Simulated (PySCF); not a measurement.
One molecule, one basis, several functionals.

Compound: H2O.
Z-matrix (Å and degrees, GFN2-xTB geometry), rows numbered from 1:
```
O 
H   1  0.9592
H   1  0.9593  2  107.23
```

PySCF, 6-311+G(2d,p) basis, density fitting, gas phase, GFN2-xTB geometry. One functional is left out:

```json
{"functional": "B97-D", "exact exchange (%)": "0", "HOMO energy (eV)": "-7.23", "LUMO energy (eV)": "0.22", "dipole moment (D)": "2.009"}
{"functional": "BLYP", "exact exchange (%)": "0", "HOMO energy (eV)": "-7.15", "LUMO energy (eV)": "-0.05", "dipole moment (D)": "2.013"}
{"functional": "BP86", "exact exchange (%)": "0", "HOMO energy (eV)": "-7.30", "LUMO energy (eV)": "0.18", "dipole moment (D)": "2.018"}
{"functional": "HCTH407", "exact exchange (%)": "0", "HOMO energy (eV)": "-7.38", "LUMO energy (eV)": "-0.15", "dipole moment (D)": "1.988"}
{"functional": "LDA", "exact exchange (%)": "0", "HOMO energy (eV)": "-7.33", "LUMO energy (eV)": "0.02", "dipole moment (D)": "2.092"}
{"functional": "OLYP", "exact exchange (%)": "0", "HOMO energy (eV)": "-7.09", "LUMO energy (eV)": "-0.06", "dipole moment (D)": "1.968"}
{"functional": "OPBE", "exact exchange (%)": "0", "HOMO energy (eV)": "-7.11", "LUMO energy (eV)": "0.31", "dipole moment (D)": "1.965"}
{"functional": "PBE", "exact exchange (%)": "0", "HOMO energy (eV)": "-7.18", "LUMO energy (eV)": "0.09", "dipole moment (D)": "2.009"}
{"functional": "PW91", "exact exchange (%)": "0", "HOMO energy (eV)": "-7.26", "LUMO energy (eV)": "-0.05", "dipole moment (D)": "2.015"}
{"functional": "revPBE", "exact exchange (%)": "0", "HOMO energy (eV)": "-7.13", "LUMO energy (eV)": "0.13", "dipole moment (D)": "1.986"}
{"functional": "B3LYP", "exact exchange (%)": "20", "HOMO energy (eV)": "-8.78", "LUMO energy (eV)": "0.57", "dipole moment (D)": "2.048"}
{"functional": "B97-2", "exact exchange (%)": "21", "HOMO energy (eV)": "-8.72", "LUMO energy (eV)": "1.05", "dipole moment (D)": "2.033"}
{"functional": "mPW1PW91", "exact exchange (%)": "25", "HOMO energy (eV)": "-9.08", "LUMO energy (eV)": "1.03", "dipole moment (D)": "2.050"}
{"functional": "BHandHLYP", "exact exchange (%)": "50", "HOMO energy (eV)": "-10.87", "LUMO energy (eV)": "1.68", "dipole moment (D)": "2.084"}
```

Task: Predict the row of X3LYP (22 % exact exchange) by straight lines through the other rows, and check it.

Result: 
```
         property   line  computed  computed − line  B97-2 (21 %), for comparison
 HOMO energy (eV)  -8.84     -8.86            -0.02                         -8.72
 LUMO energy (eV)   0.82      0.61            -0.21                          1.05
dipole moment (D)  2.042     2.052           +0.010                         2.033
```

Task: Which of these properties follows the share of exact exchange most closely, and which least?

Result: Most closely the HOMO energy, least the dipole moment; the correlations over the tabulated rows are HOMO energy -0.997, LUMO energy 0.957, dipole moment 0.629. The HOMO energy moves by -0.736 eV for every 10 %. Functionals with the same share still differ in their other parts: at 0 % HCTH407 and OLYP differ by 0.29 eV in it.
